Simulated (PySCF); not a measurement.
Species: C5H10O.
SMILES: `CC(C)(C)C=O`

A linear-response calculation (PySCF, def2-SVPD basis, gas phase, vertical, core orbitals frozen in the response) gave these numbers; the functional is withheld.

Orbital energies (eV): HOMO-3 -10.27, HOMO-2 -9.53, HOMO-1 -9.47, HOMO -7.16, LUMO -1.01, LUMO+1 0.24, LUMO+2 1.23.

```tsv
state	E (eV)	f	main configurations (H = HOMO, L = LUMO)
S1	4.29	0.0000	H→L (99%)
S2	6.60	0.012	H→L+1 (97%)
S3	7.37	0.0036	H-2→L (99%)
S4	7.47	0.014	H-1→L (69%), H→L+2 (23%)
S5	7.56	0.064	H→L+2 (64%), H-1→L (26%)
S6	7.63	0.016	H→L+4 (84%), H→L+2 (9%)
```

Triplets (Tamm–Dancoff): T1 3.71 eV, H→L (98%); T2 6.13 eV, H-5→L (45%), H-1→L (27%), H-7→L (12%); T3 6.49 eV, H→L+1 (94%); T4 7.22 eV, H-2→L (86%).

Vertical ionisation energy by ΔSCF with the same functional: 9.63 eV. Mean static polarisability: 65.7 au.

Task: Which of these was used?
A. PBE
B. HF
C. wB97X-D
D. B3LYP

Result: D. B3LYP is a global hybrid with 20% exact exchange. In this run −ε(HOMO) = 7.16 eV differs from the ΔSCF value by -2.47 eV, and S1 differs from the orbital gap of 6.15 eV by -1.85 eV. The ratio −ε(HOMO)/IP is 0.74. Usual ranges for neutral molecules in this basis: 0.67 to 0.83 with B3LYP, 0.5 to 0.7 with PBE, 0.89 to 0.99 with wB97X-D; with Hartree–Fock the ratio is 1 or more (Koopmans' value less the relaxation energy is the ΔSCF value). The other options: PBE, a GGA without exact exchange; HF, time-dependent Hartree–Fock, 100% exact exchange; wB97X-D, range-separated, 22% exact exchange at short range and 100% at long range (ω = 0.2 bohr⁻¹).

Theory: PySCF, TDDFT B3LYP/def2-SVPD, vertical, gas phase, core orbitals frozen in the response. Isolated species at its PBE0-D3(BJ)/def2-SVP geometry, gas phase.

The run took 62 s of wall time on Arm Neoverse V2, one thread, on a shared host, and the process peaked at 0.89 GiB of memory.

Conformer computed: `[CH3:1][C:2]([CH3:3])([CH3:4])[CH:5]=[O:6]`: C1–C2–C5–O6 -121°.
